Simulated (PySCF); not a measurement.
A structure optimised at GFN2-xTB (Å):
```
atom  x, y, z in Å
C1    -0.998    1.433   -0.253
C2    -0.081    0.263   -0.091
C3    -0.698   -1.041    0.353
N4     1.149    0.447   -0.341
N5     2.052   -0.567   -0.309
H6    -1.767    1.206   -0.991
H7    -1.493    1.658    0.691
H8    -0.433    2.301   -0.579
H9    -1.753   -0.906    0.575
H10   -0.597   -1.793   -0.431
H11   -0.200   -1.420    1.248
H12    1.831   -1.375    0.268
H13    2.983   -0.206   -0.156
```

Charge 0, singlet.

(1) Read off the bonds between heavy atoms and their formal orders.

(2) Write the SMILES.

(3) Classify the heavy atoms.

(4) What is the arrangement about C1?

(5) What is the arrangement about N5?

Results:

(1) C1–C2 1.50 Å (single); C2–C3 1.51 Å (single); C2–N4 1.27 Å (double); N4–N5 1.36 Å (single). Bonds to hydrogen (Å): C1–H6 1.09; C1–H7 1.09; C1–H8 1.09; C3–H9 1.09; C3–H10 1.09; C3–H11 1.09; N5–H12 1.02; N5–H13 1.01.

(2) `CC(C)=NN`, C3H8N2.

(3) C1: methyl carbon; C2: C=N carbon; C3: methyl carbon; N4: C=N nitrogen; N5: nitrogen bonded to N and 2 H.

(4) It has 4 neighbours (C2, H6, H7, H8) and is tetrahedral (angles from 108.0° to 110.3°).

(5) It has 3 neighbours (N4, H12, H13) and is pyramidal (angles 117.5°, 113.5° and 110.5°, sum 341.5°, 0.28 Å off the plane of its three neighbours).

The numbers are calculated, not measured.
